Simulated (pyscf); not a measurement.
## Four-centre exchange: HO–B(OH)–OH (SMILES OB(O)O) + BH₃ (SMILES B) → H₂O (SMILES O) + H₂B–B(OH)–OH (SMILES BB(O)O)

Gas phase, singlet surface, charge 0. Bonds broken: O1–B2, B8–H9. Bonds formed: O1–H9, B2–B8. Optimised with ωB97X-D3(BJ)/def2-SVP in PySCF.

Transition state (Å):

```xyz
11

O      0.0927    -0.4152     1.7561
B     -0.5674     0.1962     0.4243
O     -0.0950    -0.3363    -0.7580
O     -2.0538     0.2336     0.7219
H     -0.6287    -0.6773     2.3502
H      0.0838    -1.2807    -0.6817
H     -2.5531     0.2162    -0.1058
B     -1.1723     1.7245     0.8487
H      0.0016     0.7322     1.6617
H     -1.4516     2.4429    -0.0839
H     -1.3312     2.1520     1.9744
```

One imaginary mode, 1325i cm⁻¹; descent along it reached the two sides named, in the forms told below.

```csv
bond,change,reactant side (Å),saddle,product side
O1–B2,breaks,1.344,1.607,2.9
B8–H9,breaks,1.221,1.739,3.1
O1–H9,forms,3.3,1.155,0.965
B2–B8,forms,2.7,1.698,1.709
```

Electronic energies relative to the separated reactants (eV):

| level | barrier | reaction energy | reverse barrier |
|---|---|---|---|
| ωB97X-D3(BJ)/def2-TZVP | 2.74 | +1.54 | 1.19 |
| PBE/def2-TZVP | 2.23 | +1.44 | 0.79 |
| r²SCAN/def2-TZVP | 2.48 | +1.60 | 0.88 |
| B3LYP-D3(BJ)/def2-TZVP | 2.84 | +1.58 | 1.26 |
| PBE0-D3(BJ)/def2-TZVP | 2.45 | +1.52 | 0.93 |
| M06-2X/def2-TZVP | 2.80 | +1.70 | 1.10 |
| ωB97M-D3(BJ)/def2-TZVP | 2.73 | +1.61 | 1.12 |
| HF/def2-TZVP | 4.27 | +1.83 | 2.44 |

With ωB97M-D3(BJ)/def2-TZVP energies and thermal terms (ideal gas, 1 atm, RRHO with modes under 100 cm⁻¹ raised to 100, one conformer, R ln 2 for chiral ones without a mode under 150 cm⁻¹), in eV:

```
T (K)   ΔH‡   ΔG‡     ΔH     ΔG
-----  ----  ----  -----  -----
298    2.72  3.15  +1.63  +1.54
600    2.73  3.59  +1.65  +1.44
900    2.76  4.01  +1.65  +1.33
1200   2.79  4.43  +1.65  +1.22
```

On the reactant side the descent ends in an adduct with a B–O contact (not fully relaxed), 0.72 eV under the separated species and 3.45 eV under the saddle at ωB97X-D3(BJ)/def2-TZVP. The products may also form a dative adduct at H₂B–B(OH)–OH; it and routes through it were not searched. The same reactants have a lower exit, to H₂B–O–B(OH)–OH + H₂ (barrier +0.67 eV at ωB97M-D3(BJ), against +2.73 eV here). H₂B–B(OH)–OH lies 1.64 eV over its isomer H₂B–O–BH–OH (electronic energy, ωB97M-D3(BJ)). One saddle was located; it need not be the lowest between these sides.
